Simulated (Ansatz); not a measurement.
# AlH₅SSi: basis-set convergence

One table from this session's results is given with a row withheld; the runs are named, their logs left out.

Method: one geometry, several basis sets; program: Ansatz 0.2.0, Gaussian basis.

The runs, in order: PBE0-D4/def2-SVP; ωB97M-V/def2-SVP; PBE0-D4/def2-QZVPP; ωB97M-V/def2-QZVPP; the functionals' def2-TZVPP values are taken from earlier runs.

### Structure used throughout

All runs share one geometry, relaxed beforehand with PBE0-D4 in a triple-zeta def2 set.

8 atoms, charge 0, spin multiplicity 1.

Atoms are counted from 1 here; the program's logs count them from 0.

Bond lengths: Al1–S2 2.180 Å, Al1–H4 1.582 Å, Al1–H5 1.578 Å, S2–Si3 2.141 Å, Si3–H6 1.483 Å, Si3–H7 1.485 Å, Si3–H8 1.484 Å. Angles: S2–Al1–H4 118.3°, S2–Al1–H5 117.2°, H4–Al1–H5 124.5°, Al1–S2–Si3 98.5°, S2–Si3–H6 106.6°, S2–Si3–H7 111.2°, S2–Si3–H8 111.2°, H6–Si3–H7 109.4°, H6–Si3–H8 109.4°, H7–Si3–H8 108.9°.

The first run:

Input file in.yaml:

```yaml
crystal:
  periodic: [false, false, false]
  atoms:
    - {symbol: Al, position_ang: [-0.555523, 1.279904, -1.211223]}
    - {symbol: S, position_ang: [0.804843, -0.422885, -1.185303]}
    - {symbol: Si, position_ang: [0.508066, -1.035553, 0.844835]}
    - {symbol: H, position_ang: [-1.349116, 1.626687, 0.112848]}
    - {symbol: H, position_ang: [-0.678892, 2.083866, -2.563598]}
    - {symbol: H, position_ang: [1.374974, -2.219474, 1.061493]}
    - {symbol: H, position_ang: [-0.907390, -1.408684, 1.092095]}
    - {symbol: H, position_ang: [0.895136, 0.039140, 1.792952]}
basis:
  gaussian: {orbitals: def2-SVP}
hamiltonian: {xc: pbe0, dispersion: d4}
output: {orbitals: {seedname: orbitals}}
```

The run is started by

```sh
$ ansatz run in.yaml --threads 2 --pin off --events-out ev --progress --plain --max-ram 4352MiB
```

Steps of the session up to this table: PBE0-D4 in def2-SVP; ωB97M-V in def2-SVP; PBE0-D4 in def2-QZVPP; ωB97M-V in def2-QZVPP.

One of the session's tables, all rows but one given; the rest of the session is left out.

It belongs to the step «Density functionals: the series». 

| functional | basis | HOMO (eV) | LUMO (eV) |
| --- | --- | --- | --- |
| PBE0-D4 | def2-SVP | -7.74 | -1.55 |
| PBE0-D4 | def2-TZVPP | -7.78 | -1.58 |
| PBE0-D4 | def2-QZVPP | -7.79 | -1.61 |
| ωB97M-V | def2-SVP | -9.81 | 0.16 |
| ωB97M-V | def2-TZVPP | ? | ? |
| ωB97M-V | def2-QZVPP | -9.93 | -0.10 |

Estimate the missing values for ωB97M-V, def2-TZVPP.

The run gave: HOMO (eV): -9.92; LUMO (eV): 0.04. In the column «HOMO (eV)» it lies between ωB97M-V, def2-QZVPP (-9.93) and ωB97M-V, def2-SVP (-9.81).
